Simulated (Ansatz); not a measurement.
**Molecular dynamics of CH₂OS**

Input file:

```yaml
crystal:
  periodic: [false, false, false]
  atoms:
    - { symbol: O, position_ang: [-0.506958, -1.536577, 0.726511] }
    - { symbol: C, position_ang: [-0.360253, -0.467498, 0.164537] }
    - { symbol: S, position_ang: [1.271108, 0.372173, 0.04479] }
    - { symbol: H, position_ang: [-1.168454, 0.095802, -0.319383] }
    - { symbol: H, position_ang: [0.814357, 1.462501, -0.657755] }
magnetization:
  spin_polarized: true
basis:
  gaussian: { orbitals: "6-31G" }
hamiltonian:
  xc: pbe0
  dispersion: d4
md:
  timestep: 0.5
  n_steps: 250
  ensemble: nve
  temperature: 300.0
  initial_velocities: maxwell_boltzmann
  seed: 132064
```

Command:

```bash
$ ansatz run input.yaml --threads 1 --pin off --max-ram 2048MiB --backend cpu --events-out ev --progress --plain --runs-dir out
```

It starts from a relaxed structure.

Output, in part (one step line in 5, the closing report, with atoms numbered from 0):

```
md step     0: t =     0.00 fs  T =   300.0 K  F+E_penalty+E_count = -13941.73295149 eV  E_kin = 0.116334 eV  conserved = -13941.61661749 eV  (28 SCF iters)
md step     5: t =     2.50 fs  T =   229.4 K  F+E_penalty+E_count = -13941.70531260 eV  E_kin = 0.088947 eV  conserved = -13941.61636600 eV  (26 SCF iters)
md step    10: t =     5.00 fs  T =   190.3 K  F+E_penalty+E_count = -13941.69015549 eV  E_kin = 0.073789 eV  conserved = -13941.61636604 eV  (27 SCF iters)
md step    15: t =     7.50 fs  T =   197.1 K  F+E_penalty+E_count = -13941.69295498 eV  E_kin = 0.076439 eV  conserved = -13941.61651641 eV  (26 SCF iters)
md step    20: t =    10.00 fs  T =   148.0 K  F+E_penalty+E_count = -13941.67377358 eV  E_kin = 0.057406 eV  conserved = -13941.61636714 eV  (28 SCF iters)
md step    25: t =    12.50 fs  T =   123.0 K  F+E_penalty+E_count = -13941.66418473 eV  E_kin = 0.047716 eV  conserved = -13941.61646852 eV  (27 SCF iters)
md step    30: t =    15.00 fs  T =    79.7 K  F+E_penalty+E_count = -13941.64725128 eV  E_kin = 0.030889 eV  conserved = -13941.61636245 eV  (27 SCF iters)
md step    35: t =    17.50 fs  T =    82.6 K  F+E_penalty+E_count = -13941.64838998 eV  E_kin = 0.032020 eV  conserved = -13941.61637045 eV  (27 SCF iters)
md step    40: t =    20.00 fs  T =   119.8 K  F+E_penalty+E_count = -13941.66299290 eV  E_kin = 0.046451 eV  conserved = -13941.61654187 eV  (26 SCF iters)
md step    45: t =    22.50 fs  T =    79.6 K  F+E_penalty+E_count = -13941.64718049 eV  E_kin = 0.030848 eV  conserved = -13941.61633253 eV  (28 SCF iters)
md step    50: t =    25.00 fs  T =   100.7 K  F+E_penalty+E_count = -13941.65547776 eV  E_kin = 0.039052 eV  conserved = -13941.61642607 eV  (25 SCF iters)
md step    55: t =    27.50 fs  T =   127.7 K  F+E_penalty+E_count = -13941.66602450 eV  E_kin = 0.049515 eV  conserved = -13941.61650942 eV  (26 SCF iters)
md step    60: t =    30.00 fs  T =    93.7 K  F+E_penalty+E_count = -13941.65265003 eV  E_kin = 0.036335 eV  conserved = -13941.61631472 eV  (27 SCF iters)
md step    65: t =    32.50 fs  T =   126.8 K  F+E_penalty+E_count = -13941.66561574 eV  E_kin = 0.049153 eV  conserved = -13941.61646246 eV  (27 SCF iters)
md step    70: t =    35.00 fs  T =   143.6 K  F+E_penalty+E_count = -13941.67204768 eV  E_kin = 0.055670 eV  conserved = -13941.61637737 eV  (28 SCF iters)
md step    75: t =    37.50 fs  T =   188.5 K  F+E_penalty+E_count = -13941.68954035 eV  E_kin = 0.073086 eV  conserved = -13941.61645391 eV  (27 SCF iters)
md step    80: t =    40.00 fs  T =   203.9 K  F+E_penalty+E_count = -13941.69556990 eV  E_kin = 0.079067 eV  conserved = -13941.61650303 eV  (27 SCF iters)
md step    85: t =    42.50 fs  T =   163.5 K  F+E_penalty+E_count = -13941.67967177 eV  E_kin = 0.063384 eV  conserved = -13941.61628815 eV  (26 SCF iters)
md step    90: t =    45.00 fs  T =   221.4 K  F+E_penalty+E_count = -13941.70232147 eV  E_kin = 0.085866 eV  conserved = -13941.61645534 eV  (27 SCF iters)
md step    95: t =    47.50 fs  T =   251.9 K  F+E_penalty+E_count = -13941.71420977 eV  E_kin = 0.097677 eV  conserved = -13941.61653288 eV  (28 SCF iters)
md step   100: t =    50.00 fs  T =   199.0 K  F+E_penalty+E_count = -13941.69352273 eV  E_kin = 0.077169 eV  conserved = -13941.61635323 eV  (27 SCF iters)
md step   105: t =    52.50 fs  T =   176.8 K  F+E_penalty+E_count = -13941.68503393 eV  E_kin = 0.068570 eV  conserved = -13941.61646391 eV  (27 SCF iters)
md step   110: t =    55.00 fs  T =   137.2 K  F+E_penalty+E_count = -13941.66955042 eV  E_kin = 0.053186 eV  conserved = -13941.61636450 eV  (27 SCF iters)
md step   115: t =    57.50 fs  T =   137.4 K  F+E_penalty+E_count = -13941.66970505 eV  E_kin = 0.053269 eV  conserved = -13941.61643637 eV  (27 SCF iters)
md step   120: t =    60.00 fs  T =   121.6 K  F+E_penalty+E_count = -13941.66363777 eV  E_kin = 0.047141 eV  conserved = -13941.61649666 eV  (27 SCF iters)
md step   125: t =    62.50 fs  T =    72.1 K  F+E_penalty+E_count = -13941.64421523 eV  E_kin = 0.027959 eV  conserved = -13941.61625589 eV  (27 SCF iters)
md step   130: t =    65.00 fs  T =   132.1 K  F+E_penalty+E_count = -13941.66776544 eV  E_kin = 0.051238 eV  conserved = -13941.61652755 eV  (27 SCF iters)
md step   135: t =    67.50 fs  T =   132.6 K  F+E_penalty+E_count = -13941.66785430 eV  E_kin = 0.051428 eV  conserved = -13941.61642629 eV  (27 SCF iters)
md step   140: t =    70.00 fs  T =   120.5 K  F+E_penalty+E_count = -13941.66308304 eV  E_kin = 0.046736 eV  conserved = -13941.61634689 eV  (27 SCF iters)
md step   145: t =    72.50 fs  T =   156.2 K  F+E_penalty+E_count = -13941.67708158 eV  E_kin = 0.060578 eV  conserved = -13941.61650400 eV  (27 SCF iters)
md step   150: t =    75.00 fs  T =   141.8 K  F+E_penalty+E_count = -13941.67134116 eV  E_kin = 0.054970 eV  conserved = -13941.61637117 eV  (29 SCF iters)
md step   155: t =    77.50 fs  T =   145.9 K  F+E_penalty+E_count = -13941.67305167 eV  E_kin = 0.056560 eV  conserved = -13941.61649119 eV  (26 SCF iters)
md step   160: t =    80.00 fs  T =   109.9 K  F+E_penalty+E_count = -13941.65901204 eV  E_kin = 0.042624 eV  conserved = -13941.61638791 eV  (27 SCF iters)
md step   165: t =    82.50 fs  T =    99.8 K  F+E_penalty+E_count = -13941.65501041 eV  E_kin = 0.038687 eV  conserved = -13941.61632384 eV  (26 SCF iters)
md step   170: t =    85.00 fs  T =   157.9 K  F+E_penalty+E_count = -13941.67775745 eV  E_kin = 0.061222 eV  conserved = -13941.61653535 eV  (27 SCF iters)
md step   175: t =    87.50 fs  T =   132.8 K  F+E_penalty+E_count = -13941.66787247 eV  E_kin = 0.051485 eV  conserved = -13941.61638738 eV  (27 SCF iters)
md step   180: t =    90.00 fs  T =   128.7 K  F+E_penalty+E_count = -13941.66625144 eV  E_kin = 0.049909 eV  conserved = -13941.61634225 eV  (27 SCF iters)
md step   185: t =    92.50 fs  T =   183.5 K  F+E_penalty+E_count = -13941.68766594 eV  E_kin = 0.071173 eV  conserved = -13941.61649310 eV  (28 SCF iters)
md step   190: t =    95.00 fs  T =   189.4 K  F+E_penalty+E_count = -13941.68982015 eV  E_kin = 0.073431 eV  conserved = -13941.61638891 eV  (28 SCF iters)
md step   195: t =    97.50 fs  T =   203.5 K  F+E_penalty+E_count = -13941.69539240 eV  E_kin = 0.078913 eV  conserved = -13941.61647981 eV  (26 SCF iters)
md step   200: t =   100.00 fs  T =   173.5 K  F+E_penalty+E_count = -13941.68367896 eV  E_kin = 0.067281 eV  conserved = -13941.61639827 eV  (26 SCF iters)
md step   205: t =   102.50 fs  T =   167.1 K  F+E_penalty+E_count = -13941.68113476 eV  E_kin = 0.064786 eV  conserved = -13941.61634919 eV  (26 SCF iters)
md step   210: t =   105.00 fs  T =   199.9 K  F+E_penalty+E_count = -13941.69408998 eV  E_kin = 0.077536 eV  conserved = -13941.61655358 eV  (27 SCF iters)
md step   215: t =   107.50 fs  T =   142.1 K  F+E_penalty+E_count = -13941.67144169 eV  E_kin = 0.055104 eV  conserved = -13941.61633797 eV  (29 SCF iters)
md step   220: t =   110.00 fs  T =   140.3 K  F+E_penalty+E_count = -13941.67077785 eV  E_kin = 0.054408 eV  conserved = -13941.61637029 eV  (28 SCF iters)
md step   225: t =   112.50 fs  T =   176.5 K  F+E_penalty+E_count = -13941.68494980 eV  E_kin = 0.068442 eV  conserved = -13941.61650740 eV  (27 SCF iters)
md step   230: t =   115.00 fs  T =   161.4 K  F+E_penalty+E_count = -13941.67895547 eV  E_kin = 0.062603 eV  conserved = -13941.61635272 eV  (27 SCF iters)
md step   235: t =   117.50 fs  T =   178.0 K  F+E_penalty+E_count = -13941.68550342 eV  E_kin = 0.069014 eV  conserved = -13941.61648911 eV  (27 SCF iters)
md step   240: t =   120.00 fs  T =   155.8 K  F+E_penalty+E_count = -13941.67678717 eV  E_kin = 0.060398 eV  conserved = -13941.61638951 eV  (26 SCF iters)
md step   245: t =   122.50 fs  T =   148.9 K  F+E_penalty+E_count = -13941.67415607 eV  E_kin = 0.057758 eV  conserved = -13941.61639792 eV  (27 SCF iters)
md step   250: t =   125.00 fs  T =   144.5 K  F+E_penalty+E_count = -13941.67257848 eV  E_kin = 0.056044 eV  conserved = -13941.61653494 eV  (29 SCF iters)
Total energy: -13941.67259414 eV, -512.3470178294 hartree
Atom 0 at    -0.533597    -1.542004     0.752117 Å, force     0.340128     0.481255    -0.422784 eV/Å
Atom 1 at    -0.372302    -0.491418     0.147440 Å, force     0.000883    -0.356567     0.482209 eV/Å
Atom 2 at     1.291846     0.381716     0.028479 Å, force    -0.628384    -0.324758     0.119864 eV/Å
Atom 3 at    -1.200897     0.023419    -0.361790 Å, force     0.279697     0.180670    -0.035181 eV/Å
Atom 4 at     0.753609     1.602531    -0.299261 Å, force     0.007677     0.019399    -0.144108 eV/Å
Dipole moment:    -0.232741     0.579780    -0.311696 e Å
```

The run went to its last step. The conserved energy stayed within 0.072 meV per atom of its start (net change 0.016 meV per atom), so the integration is sound. The temperature averaged 0.50 of the 300 K drawn at the start: a run that starts near a minimum puts about half its kinetic energy into the potential. A run of 0.12 ps of so small a system gives no equilibrium averages. Limits of this set-up: no polarisation functions.

The same pairs are bonded in the first frame and the last. Pairs count as bonded within 1.25 times the sum of covalent radii (0.12 Å more for H–H).

Last frame:

```xyz
5
Properties=species:S:1:pos:R:3
O -0.534 -1.542 0.752
C -0.372 -0.491 0.147
S 1.292 0.382 0.029
H -1.201 0.023 -0.362
H 0.754 1.603 -0.299
```

Run time: 5.9 min on 1 thread of Arm Neoverse V2, on a shared host, peak memory 0.12 GiB.
